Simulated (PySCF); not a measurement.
CH2O2, SMILES C(O)=O.

Coordinates come from a PBE0-D3(BJ)/def2-TZVP optimisation. The values are those of a single conformer.

Computed with TDA-PBE/def2-SVPD run with PySCF.

Vertical excitations.  State labels are in the subgroup Cs.

| state | symmetry | energy (eV) | λ (nm) | f | main pairs |
|---|---|---|---|---|---|
| S1 | A" | 5.72 | 217 | 0.001 | HOMO→LUMO 100 % |
| S2 | A' | 6.90 | 180 | 0.047 | HOMO→LUMO+1 94 % |
| S3 | A' | 7.69 | 161 | 0.057 | HOMO→LUMO+2 99 % |
| S4 | A" | 8.14 | 152 | 0.003 | HOMO−1→LUMO+1 100 % |
| S5 | A' | 8.73 | 142 | 0.191 | HOMO−1→LUMO 58 %, HOMO→LUMO+3 25 % |
| S6 | A" | 8.80 | 141 | 0.000 | HOMO−2→LUMO 98 % |
| S7 | A" | 8.96 | 138 | 0.002 | HOMO−1→LUMO+2 81 %, HOMO→LUMO+4 19 % |
| S8 | A" | 8.97 | 138 | 0.017 | HOMO→LUMO+4 81 %, HOMO−1→LUMO+2 19 % |
| S9 | A' | 9.03 | 137 | 0.159 | HOMO→LUMO+3 71 %, HOMO−1→LUMO 15 % |
| S10 | A' | 9.61 | 129 | 0.007 | HOMO→LUMO+5 94 % |
| T1 | A" | 5.14 | 241 | 0 | HOMO→LUMO 100 % |
| T2 | A' | 6.06 | 205 | 0 | HOMO−1→LUMO 98 % |
| T3 | A' | 6.60 | 188 | 0 | HOMO→LUMO+1 99 % |
| T4 | A' | 7.49 | 166 | 0 | HOMO→LUMO+2 100 % |
Triplets are in the Tamm–Dancoff approximation.
